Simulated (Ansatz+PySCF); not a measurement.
## doublet CH3O2: levels of theory in one basis

```xyz
6

C     0.0070    0.5194   -0.1415
O    -1.1466   -0.2135   -0.0747
O     1.1748   -0.1580    0.0848
H     0.0239    1.4636    0.2899
H     1.0769   -1.0371   -0.3028
H    -1.3664   -0.4272    0.8468
```

Basis set: cc-pVTZ (spherical functions). Correlated methods keep 3 orbitals frozen. Correlation on ROHF uses semicanonical orbitals with singles. Charge 0, multiplicity 2.

Computed with Ansatz (development build ahead of 0.2.0) and PySCF 2.14.0; each method stands on the lowest determinant of its kind that the runs found.

```csv
method,E − E(ROHF) (eV),<S²> of the determinant
ROHF,0.00,0.75
UHF,-0.10,0.76
ROHF-MP2,-17.10,–
UHF-MP2,-17.09,0.76
```

Problem. What does ROHF-CCSD(T) give on the same scale?

Solution. -18.13 eV.
